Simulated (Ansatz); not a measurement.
# HClO (triplet): the correlation ladder at distance Cl1–H2 along a hydrogen transfer = 1.328 Å, cc-pVDZ

Aim: climb from Hartree-Fock through coupled cluster and multireference methods for HClO (triplet) at one geometry and basis, and see what each rung misses.

Program: Ansatz 0.2.0, Gaussian basis. Level of theory: cc-pVDZ, core rule «outside noble gas», up to 6 orbitals frozen. These are calculated values, not measurements.

The runs, in order: UHF; CCSD(T) on ROHF; CCSD(T) on UHF; BCCD(T) on ROHF; CISD; CCSDT(Q) on ROHF; CCSDT(Q) on UHF; CASSCF and MRCISD+Q, 4 electrons in 4 orbitals; CASSCF and NEVPT2, 4 electrons in 4 orbitals; CASSCF and MRCISD+Q, 14 electrons in 9 orbitals; CASSCF and NEVPT2, 14 electrons in 9 orbitals.

6 further runs of the same task are left out: 2 for a mislabelled method, 4 that didn't finish.

### Step 1. The geometry

The geometry derives from fragments relaxed apart (PBE0/def2-TZVP) and kept rigid, so it is no stationary point. A hydrogen atom is moved between rigid fragments.

3 atoms, charge 0, spin multiplicity 3.

Atoms are counted from 1 here; the program's logs count them from 0.

Bond lengths: Cl1–H2 1.328 Å.

Coordinates:

```xyz
3
charge 0, multiplicity 3
Cl    0.00000    0.00000   -1.31267
H     0.00000    0.00000    0.01533
O     0.00000    0.00000    1.29733
```

### Step 2. UHF

The input, in.yaml:

```yaml
crystal:
  periodic: [false, false, false]
  atoms:
    - {symbol: Cl, position_ang: [0.000000, 0.000000, -1.312667]}
    - {symbol: H, position_ang: [0.000000, 0.000000, 0.015333]}
    - {symbol: O, position_ang: [0.000000, 0.000000, 1.297333]}
basis:
  gaussian: {orbitals: cc-pVDZ}
magnetization: {spin_polarized: true, initial_magnetization: 2}
hamiltonian: {xc: hf}
output: {orbitals: {seedname: orbitals}}
```

The run is started by

```sh
$ ansatz run in.yaml --threads 1 --pin off --events-out ev --progress --plain --max-ram 2393MiB
```

The runs that follow: CCSD(T) on ROHF; CCSD(T) on UHF; BCCD(T) on ROHF; CISD; CCSDT(Q) on ROHF; CCSDT(Q) on UHF; CASSCF and MRCISD+Q, 4 electrons in 4 orbitals; CASSCF and NEVPT2, 4 electrons in 4 orbitals; CASSCF and MRCISD+Q, 14 electrons in 9 orbitals; CASSCF and NEVPT2, 14 electrons in 9 orbitals.

Q: Predict the results of all the runs planned. Wanted: UCCSDT(Q) below the RHF energy; RMP2 from UCCSDT(Q); UMP2 from UCCSDT(Q); RCCSD from UCCSDT(Q); RCCSD(T) from UCCSDT(Q); UCCSD(T) from UCCSDT(Q); RCCSDT(Q) from UCCSDT(Q); NEVPT2 pair from UCCSDT(Q); MRCISD+Q pair from UCCSDT(Q).

**Answer**, as computed:

| quantity | value |
| --- | --- |
| UCCSDT(Q) below the RHF energy | -8.2357 eV |
| RMP2 from UCCSDT(Q) | +102.9 kJ/mol |
| UMP2 from UCCSDT(Q) | +100.4 kJ/mol |
| RCCSD from UCCSDT(Q) | +16.0 kJ/mol |
| RCCSD(T) from UCCSDT(Q) | +2.9 kJ/mol |
| UCCSD(T) from UCCSDT(Q) | +2.7 kJ/mol |
| RCCSDT(Q) from UCCSDT(Q) | +0.1 kJ/mol |
| NEVPT2 pair from UCCSDT(Q) | +92.6 kJ/mol |
| MRCISD+Q pair from UCCSDT(Q) | +6.9 kJ/mol |
| NEVPT2 valence from UCCSDT(Q) | +154.2 kJ/mol |
| levels within 1 kcal/mol (43 meV) | RCCSD(T), UCCSD(T), BCCD(T), RCCSDT, UCCSDT, RCCSDT(Q) |
| T1 diagnostic | 0.028 |
| effectively unpaired electrons | 2.00 |

RCCSD(T) lands +2.9 kJ/mol from the yardstick (0.4 % of the correlation energy). One determinant dominates. Of the multireference levels listed MRCISD+Q pair comes nearest in total energy (+6.9 kJ/mol), which doesn't show that its space is the better one. Coupled cluster took another determinant than the lowest Hartree-Fock one. These misses are within one basis, not against nature; the frozen cores of restricted and unrestricted runs differ, which can shift their rows.
